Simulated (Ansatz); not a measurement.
Born–Oppenheimer molecular dynamics of C$_{3}$H$_{4}$F$_{2}$O (10 atoms, charge 0, multiplicity 1). It starts at the highest image of a converged band. Of that band: Beside the main top the profile has a ripple of under 15 meV (maxima at images 2, 5), which may be a very shallow well or noise. Neighbouring images differ by up to 3.6 eV, so the band resolves the path poorly. A vibrational analysis at the climbing image gives one clearly imaginary mode, 1832i cm⁻¹: a first-order saddle point.

Computed with Ansatz 0.2.0, UKS r2SCANh-D4/STO-3G.

```yaml
ensemble: NVE (velocity Verlet)
time_step: 0.5 fs
steps_asked: 93
starting_velocities_drawn_for: 300 K
seed: 9610
```

Frames 2.5 fs apart, positions in Å, forces in eV/Å.

Velocities at 5.0 fs (Å/ps):

```
C 2.00 4.66 4.94
C 1.52 -0.83 -1.37
O -4.15 -0.52 -2.93
C 3.54 -2.15 -8.96
F -0.84 2.40 3.08
F 0.56 0.46 2.19
H 9.66 8.79 16.92
H -8.40 -10.98 -29.91
H 9.48 -3.34 6.59
H -23.55 -60.24 17.67
```

```xyz
10
Properties=species:S:1:pos:R:3:forces:R:3 time_fs=5.0 energy_less_start_eV=-0.148 T=445
C -0.797 -0.737 0.715 -2.43 0.95 2.29
C 0.001 -0.320 -0.372 2.38 1.30 -1.63
O 0.062 -0.886 -1.653 0.36 0.78 0.28
C 0.538 0.987 0.137 1.08 -0.92 0.12
F 1.734 0.942 0.921 -1.44 -0.04 -0.30
F 0.641 2.083 -0.647 0.36 0.85 -1.17
H -0.957 -1.810 0.928 0.63 0.09 0.41
H -1.812 -0.289 0.706 -0.17 -0.27 -0.27
H 0.958 -0.483 -1.961 -0.49 -0.36 -0.39
H -0.375 0.322 1.284 -0.27 -2.39 0.68
10
Properties=species:S:1:pos:R:3:forces:R:3 time_fs=7.5 energy_less_start_eV=-1.028 T=1291
C -0.799 -0.723 0.733 -3.60 -0.71 0.67
C 0.011 -0.319 -0.380 2.38 1.54 -0.74
O 0.052 -0.886 -1.660 0.28 0.73 -0.07
C 0.550 0.980 0.115 2.14 -0.55 -0.32
F 1.730 0.948 0.928 -1.81 -0.10 -0.34
F 0.643 2.085 -0.644 0.35 1.03 -1.43
H -0.913 -1.786 0.987 0.60 0.07 0.57
H -1.838 -0.328 0.621 -0.01 -0.56 -0.30
H 0.963 -0.504 -1.956 -0.56 -0.34 -0.45
H -0.443 0.096 1.361 0.22 -1.11 2.40
10
Properties=species:S:1:pos:R:3:forces:R:3 time_fs=10.0 energy_less_start_eV=-1.687 T=1926
C -0.818 -0.714 0.752 -2.74 -2.97 -1.37
C 0.033 -0.310 -0.390 1.62 1.37 1.60
O 0.043 -0.883 -1.667 -0.93 0.17 0.10
C 0.573 0.969 0.091 2.10 -0.46 -0.21
F 1.719 0.954 0.934 -1.71 -0.09 -0.20
F 0.646 2.091 -0.645 0.36 1.08 -1.45
H -0.837 -1.760 1.073 -0.08 -0.50 -0.50
H -1.863 -0.398 0.523 0.26 -0.31 0.53
H 0.939 -0.542 -1.979 0.43 0.14 -0.68
H -0.493 -0.180 1.583 0.69 1.57 2.17
10
Properties=species:S:1:pos:R:3:forces:R:3 time_fs=12.5 energy_less_start_eV=-1.238 T=1497
C -0.850 -0.718 0.769 1.40 -2.28 3.42
C 0.062 -0.294 -0.393 0.58 0.59 2.87
O 0.032 -0.879 -1.674 -0.74 0.30 0.04
C 0.607 0.957 0.066 1.69 0.02 -0.42
F 1.704 0.959 0.940 -1.27 0.01 0.20
F 0.650 2.100 -0.650 0.45 0.86 -1.27
H -0.765 -1.763 1.128 -0.67 -0.80 -1.75
H -1.878 -0.486 0.454 -0.28 0.07 0.99
H 0.933 -0.575 -2.038 -0.04 0.11 -0.22
H -0.516 -0.379 1.895 -1.12 1.12 -3.85
10
Properties=species:S:1:pos:R:3:forces:R:3 time_fs=15.0 energy_less_start_eV=-0.987 T=1256
C -0.876 -0.734 0.801 2.62 -3.16 2.97
C 0.095 -0.276 -0.382 -0.69 -0.63 2.65
O 0.017 -0.874 -1.681 -0.29 0.72 0.26
C 0.648 0.945 0.038 1.17 0.81 -0.89
F 1.684 0.964 0.946 -0.66 0.21 0.86
F 0.656 2.112 -0.660 0.59 0.41 -1.01
H -0.730 -1.809 1.084 -0.78 -0.30 -1.84
H -1.905 -0.571 0.442 -0.13 0.22 0.96
H 0.923 -0.602 -2.110 -0.77 0.05 0.50
H -0.596 -0.507 2.005 -1.05 1.66 -4.46
10
Properties=species:S:1:pos:R:3:forces:R:3 time_fs=17.5 energy_less_start_eV=-1.667 T=1903
C -0.890 -0.766 0.846 1.33 -4.05 -3.85
C 0.124 -0.260 -0.357 -1.88 -1.75 1.56
O 0.001 -0.867 -1.686 -1.29 0.79 1.49
C 0.696 0.936 0.007 0.55 1.31 -1.25
F 1.663 0.971 0.955 -0.06 0.51 1.57
F 0.663 2.126 -0.673 0.76 -0.05 -0.81
H -0.741 -1.873 0.937 -0.48 0.32 -0.61
H -1.937 -0.642 0.486 0.55 0.40 0.56
H 0.875 -0.623 -2.156 0.07 0.42 0.43
H -0.733 -0.537 1.874 0.46 2.09 0.90
10
Properties=species:S:1:pos:R:3:forces:R:3 time_fs=20.0 energy_less_start_eV=-1.587 T=1831
C -0.897 -0.819 0.870 1.26 -3.43 -7.73
C 0.144 -0.253 -0.326 -2.70 -2.22 0.12
O -0.020 -0.856 -1.686 -1.81 0.84 2.51
C 0.746 0.934 -0.031 -0.13 1.08 -1.04
F 1.641 0.978 0.969 0.35 0.81 1.96
F 0.673 2.139 -0.688 0.89 -0.35 -0.76
H -0.779 -1.919 0.757 0.04 0.41 1.30
H -1.942 -0.689 0.559 0.06 0.68 -0.56
H 0.830 -0.620 -2.177 0.69 0.63 0.23
H -0.844 -0.438 1.806 1.33 1.56 3.98
10
Properties=species:S:1:pos:R:3:forces:R:3 time_fs=22.5 energy_less_start_eV=-1.311 T=1568
C -0.897 -0.885 0.861 1.63 2.95 -0.61
C 0.151 -0.257 -0.293 -2.78 -1.80 -1.09
O -0.047 -0.842 -1.677 -0.50 1.14 2.24
C 0.796 0.937 -0.074 -0.70 0.03 -0.18
F 1.620 0.989 0.989 0.41 0.98 1.72
F 0.686 2.151 -0.706 0.88 -0.46 -0.80
H -0.815 -1.950 0.647 0.42 -0.85 1.95
H -1.944 -0.696 0.603 -0.21 0.66 -1.12
H 0.817 -0.582 -2.180 -0.32 0.27 0.68
H -0.880 -0.274 1.920 1.18 -2.92 -2.80
10
Properties=species:S:1:pos:R:3:forces:R:3 time_fs=25.0 energy_less_start_eV=-1.361 T=1617
C -0.890 -0.939 0.846 0.75 4.40 -0.13
C 0.144 -0.270 -0.266 -2.22 -0.92 -1.89
O -0.076 -0.824 -1.659 0.10 1.10 2.21
C 0.842 0.941 -0.117 -0.93 -1.24 1.08
F 1.600 1.002 1.015 0.12 0.97 0.90
F 0.702 2.161 -0.726 0.69 -0.53 -0.75
H -0.828 -2.021 0.651 0.32 -0.24 1.77
H -1.950 -0.668 0.584 0.84 -0.07 -0.78
H 0.790 -0.527 -2.145 -0.57 0.08 0.52
H -0.846 -0.264 1.899 0.91 -3.55 -2.93
10
Properties=species:S:1:pos:R:3:forces:R:3 time_fs=27.5 energy_less_start_eV=-2.091 T=2313
C -0.878 -0.973 0.828 0.37 0.40 -4.56
C 0.126 -0.287 -0.249 -1.27 0.00 -2.39
O -0.105 -0.802 -1.633 -0.49 0.52 2.47
C 0.884 0.938 -0.155 -0.87 -1.96 2.28
F 1.581 1.018 1.043 -0.29 0.83 -0.16
F 0.720 2.170 -0.749 0.43 -0.83 -0.52
H -0.823 -2.100 0.758 0.11 1.35 0.87
H -1.913 -0.643 0.519 0.84 -0.65 -0.20
H 0.735 -0.466 -2.084 0.30 0.32 -0.35
H -0.757 -0.448 1.728 0.87 0.02 2.56
10
Properties=species:S:1:pos:R:3:forces:R:3 time_fs=30.0 energy_less_start_eV=-2.100 T=2323
C -0.865 -1.004 0.789 1.59 -0.64 -3.48
C 0.101 -0.305 -0.243 0.09 1.01 -2.29
O -0.136 -0.778 -1.598 -0.01 0.21 1.27
C 0.921 0.925 -0.182 -0.83 -1.89 3.07
F 1.560 1.037 1.070 -0.61 0.61 -1.08
F 0.739 2.176 -0.773 0.26 -1.48 -0.12
H -0.811 -2.111 0.911 -0.01 0.59 -0.93
H -1.833 -0.652 0.442 -0.80 -0.34 0.40
H 0.691 -0.387 -2.039 -0.08 0.14 -0.53
H -0.612 -0.634 1.704 0.40 1.79 3.68
10
Properties=species:S:1:pos:R:3:forces:R:3 time_fs=32.5 energy_less_start_eV=-1.455 T=1707
C -0.843 -1.038 0.735 3.69 1.88 5.19
C 0.078 -0.317 -0.248 1.58 2.21 -1.23
O -0.166 -0.754 -1.558 0.72 0.02 -1.20
C 0.954 0.903 -0.194 -0.94 -1.24 3.25
F 1.538 1.058 1.095 -0.76 0.36 -1.65
F 0.758 2.177 -0.798 0.23 -2.33 0.34
H -0.799 -2.091 1.014 0.03 -1.01 -1.96
H -1.797 -0.681 0.389 -1.50 -0.11 0.86
H 0.639 -0.302 -2.025 -0.98 -0.30 -0.27
H -0.457 -0.722 1.861 -2.08 0.54 -3.34
```

Of the whole run (46 fs, mean temperature of the second half 2111 K): The conserved energy stayed within 1 meV per atom of its start (net change -0.51 meV per atom), so the integration is sound. The system heated up, since it started high on the potential surface and ran downhill. A run of 0.046 ps of so small a system gives no equilibrium averages. The orbitals stay closed-shell, which can raise the energy where a bond breaks towards radicals; this wasn't checked here. Limits of this set-up: minimal basis.

Time of the run: 10 min on 1 CPU thread of a shared host.
